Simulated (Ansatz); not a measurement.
System (SMILES): F[O] (O-F), doublet.
Atoms: O1, F2. Bonds: O1-F2.

Basis-set convergence of the optimised O1-F2 bond length at MP2 with Ansatz (a program for electronic structure). The reference of a correlated method is not its basis-set limit, which lies further on. All functions are spherical. Cores are frozen. Open shells are unrestricted. No added dispersion term, no relativity. Reference: the value in aug-cc-pVQZ, 1.3294 Å, itself unsure by roughly 0.0007 Å (its mean distance from cc-pV5Z, def2-QZVPP, cc-pVQZ). Deviations are taken from unrounded values.

```tsv
basis	functions	optimised O1-F2 bond length (Å)
cc-pVDZ	28	1.3374
aug-cc-pVDZ	46	1.3428
6-311G**	36	1.3290
6-311+G**	44	1.3316
cc-pVTZ	60	1.3314
aug-cc-pVTZ	92	1.3334
def2-TZVPP	62	1.3317
def2-TZVPPD	80	1.3323
cc-pVQZ	110	1.3290
aug-cc-pVQZ	160	1.3294
```

What the diffuse functions change, pair by pair:
- cc-pVDZ to aug-cc-pVDZ: 18 more functions, deviation 0.0080 to 0.0134 Å
- 6-311G** to 6-311+G**: 8 more functions, deviation -0.0004 to 0.0022 Å
- cc-pVTZ to aug-cc-pVTZ: 32 more functions, deviation 0.0020 to 0.0040 Å
- def2-TZVPP to def2-TZVPPD: 18 more functions, deviation 0.0023 to 0.0029 Å
- cc-pVQZ to aug-cc-pVQZ: 50 more functions, deviation -0.0004 to 0.0000 Å

Leaving out the reference's own pair, they bring the value nearer the reference by more than 0.0007 Å in 0 of 4 pairs.
